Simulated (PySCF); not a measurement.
Rock-salt LiCl was calculated with G0W0@PBE0 in PySCF (GTH pseudopotentials, Gaussian basis, analytic continuation).

The same calculation (at the measured cell, 16.974 Å³/atom) with different numerical settings; throughout: k mesh 2×2×2:

```json
[
 {"run": "1", "basis": "DZ", "gap over the k-points evaluated (eV)": "9.553"},
 {"run": "2", "basis": "TZ", "gap over the k-points evaluated (eV)": "9.356"},
 {"run": "3", "basis": "QZ", "gap over the k-points evaluated (eV)": "…"}
]
```

Task: Some entries are withheld; supply them.

Result: 
- 3, gap over the k-points evaluated (eV): 9.336

In the column gap over the k-points evaluated (eV) the first row differs from the last by +0.217 and the next to last by +0.020.

The last row is no converged limit: other settings stay fixed.
